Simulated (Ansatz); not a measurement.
Consider BAs in the zinc blende structure (space group F-43m, No. 216; a = 4.784 Å).

Level of theory: DFT with r2SCAN, PAW potentials and a 500 eV plane-wave cutoff in Ansatz (a program for electronic structure), without spin-orbit coupling.

| level | lattice parameter a |
|---|---|
| r2SCAN | 4.784 Å |

### Question
What does experiment give, and how far off is each level?

### Answer
Measured: lattice parameter a 4.777 Å (room temperature; as listed in M J Lucero, T M Henderson, G E Scuseria, Journal of Physics Condensed Matter (2012)). Computed minus measured — lattice parameter a: r2SCAN +0.1 %. Measured values not marked as corrected hold thermal and zero-point effects that the static-lattice runs lack.

No phonon test of stability was made.
